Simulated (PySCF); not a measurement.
**C3: core ionisation energies**

Species: carbon trimer, C3 (singlet state).
Geometry (PBE0-D3(BJ)/def2-SVP, Å), atoms numbered from 1 in this order:
```xyz
3
C3 angstrom
C     -1.294    0.192    0.000
C      0.000    0.103    0.000
C      1.294    0.015    0.000
```

Method used: delta-SCF UKS SCAN, pcX-2 on the ionised atom, pcseg-1 elsewhere, spin-free X2C (PySCF). Binding energies are ΔSCF values: E(core-ionised, relaxed orbitals) − E(ground state) at a fixed geometry, referred to the vacuum level.

Task: List the computed XPS lines with their assignment.

Result: 
```
atom(s)          bonded to  level  binding energy (eV)  count
     C2  2 C (double bond)   C 1s               292.19      1
```

Task: Which photon energy gives electrons from C 1s of C2 a kinetic energy of 150 eV, and what is their de Broglie wavelength?

Result: hν = 292.19 + 150 = 442.19 eV, recoil neglected; λ = 12.264 Å/√(E/eV) = 1.00 Å.

The list is incomplete; no value stands for C 1s of C1, C3 (hole states with ⟨S²⟩ of 1 or more are left out). Isolated species at its PBE0-D3(BJ)/def2-SVP geometry, gas phase.
